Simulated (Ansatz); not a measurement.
# C3H3F: the cost of one run

Method: RKS PBE0/def2-SVPD, in Ansatz 0.2.0.

**1. Starting point**

Bond lengths: C1–C2 1.232 Å, C2–C3 1.271 Å, C3–F4 1.345 Å, C1–H5 1.112 Å, C1–H6 1.135 Å, C3–H7 1.133 Å. Angles: C1–C2–C3 179.5°, C2–C1–H5 123.3°, C2–C1–H6 123.9°, H5–C1–H6 112.7°, C2–C3–F4 126.2°, C2–C3–H7 125.9°, F4–C3–H7 107.6°.

As a file:

```xyz
7

C    -0.8534    0.9357    0.0312
C    -0.0196    0.0290    0.0359
C     0.8326   -0.9136    0.0355
F     1.0635   -1.7764   -0.9707
H    -1.8926    0.8105    0.4055
H    -0.6728    1.9590   -0.4247
H     1.6035   -1.1122    0.8416
```

**2. Relaxing end A**

File input.yaml:

```yaml
crystal:
  periodic: [false, false, false]
  atoms:
    - { symbol: C, position_ang: [-0.8534, 0.9357, 0.0312] }
    - { symbol: C, position_ang: [-0.0196, 0.029, 0.0359] }
    - { symbol: C, position_ang: [0.8326, -0.9136, 0.0355] }
    - { symbol: F, position_ang: [1.0635, -1.7764, -0.9707] }
    - { symbol: H, position_ang: [-1.8926, 0.8105, 0.4055] }
    - { symbol: H, position_ang: [-0.6728, 1.959, -0.4247] }
    - { symbol: H, position_ang: [1.6035, -1.1122, 0.8416] }
basis:
  gaussian: { orbitals: def2-SVPD }
hamiltonian:
  xc: pbe0
relax:
  f_tol: 0.02
  max_steps: 50
```

Command:

```
$ ansatz run input.yaml --threads 2 --pin off --max-ram 3072MiB --backend cpu --events-out ev --progress --plain --runs-dir out
```

**Question.** How long does this run take on 2 threads of Arm Neoverse V1, shared host, and how much memory does it need?

About 13 s, with a peak of 0.17 GiB.
